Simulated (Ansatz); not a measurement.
A nudged elastic band was laid between two geometries of H7NSi2 (10 atoms, charge 0, multiplicity 1).

These are results of RKS PBE0/def2-SVP in Ansatz, not measurements.

| Property | Result |
| --- | --- |
| movable images | 7 |
| climbing image | yes |
| spring | 5.0 eV/Å² |
| optimiser | quadratic models (default) |
| start path | through a guess of the saddle point |
| force threshold | 0.03 eV/Å |
| iteration limit | 60 |
| end points | relaxed |

First end point:

```xyz
10
Properties=species:S:1:pos:R:3
Si 0.309 0.078 0.096
N 0.927 -0.291 1.677
H 0.284 -0.619 2.390
H 1.623 0.321 2.090
H 1.477 0.317 -0.807
H -0.568 1.297 -0.012
Si -0.927 -1.778 -0.635
H -1.956 -2.138 0.393
H -1.637 -1.471 -1.917
H -0.043 -2.966 -0.848
```

Last end point:

```xyz
10
Properties=species:S:1:pos:R:3
Si 0.287 0.443 -0.581
N 1.044 -0.128 1.250
H 0.358 -0.571 1.867
H 1.418 0.691 1.733
H 1.818 -0.782 1.128
H -0.899 1.081 0.153
Si -0.912 -1.618 -0.750
H -1.440 -2.121 0.576
H -2.095 -1.486 -1.662
H -0.088 -2.757 -1.285
```

Problem. What changes between the two ends?

Solution. Bonds broken: Si1–H5. Bonds formed: N2–H5.

Problem. Give the energies along the band, and the barrier.

Solution. It converged. The highest image is number 5 of 0 to 8, 65.5 kcal/mol above the first end and 38.3 kcal/mol above the last; the last end lies 27.3 kcal/mol above the first. Neighbouring images differ by up to 1.3 eV, so the band resolves the path poorly. A vibrational analysis at the climbing image gives one clearly imaginary mode, 1523i cm⁻¹: a first-order saddle point. The orbitals stay closed-shell, which can raise the energy where a bond breaks towards radicals; this wasn't checked here.

| image | path coordinate (Å) | energy (kcal/mol) | Si1–H5 (Å) | N2–H5 (Å) |
| --- | --- | --- | --- | --- |
| 0 | 0.00 | 0.0 | 1.50 | 2.62 |
| 1 | 0.37 | 0.6 | 1.50 | 2.61 |
| 2 | 0.74 | 4.8 | 1.49 | 2.45 |
| 3 | 1.11 | 20.7 | 1.49 | 2.11 |
| 4 | 1.48 | 48.1 | 1.51 | 1.75 |
| 5 | 1.85 | 65.5 | 1.62 | 1.38 |
| 6 | 2.53 | 34.7 | 2.19 | 1.03 |
| 7 | 3.22 | 27.6 | 2.58 | 1.02 |
| 8 | 3.90 | 27.3 | 2.60 | 1.02 |

Problem. What is the geometry of the highest image?

Solution. 
```xyz
10
Properties=species:S:1:pos:R:3:forces:R:3
Si 0.214 0.253 -0.235 0.00 0.00 0.00
N 1.017 -0.196 1.433 0.00 0.00 0.00
H 0.709 -0.925 2.081 0.00 0.00 0.00
H 1.443 0.581 1.933 0.00 0.00 0.00
H 1.715 -0.141 0.239 0.00 0.00 0.00
H -0.798 1.352 -0.012 0.00 0.00 0.00
Si -1.001 -1.701 -0.673 0.00 0.00 0.00
H -1.970 -2.040 0.423 0.00 0.00 0.00
H -1.771 -1.567 -1.949 0.00 0.00 0.00
H -0.067 -2.865 -0.812 0.00 0.00 0.00
```

The run took 4.3 min on 2 threads of Arm Neoverse V1, with other jobs on the host, peak memory 0.16 GiB.
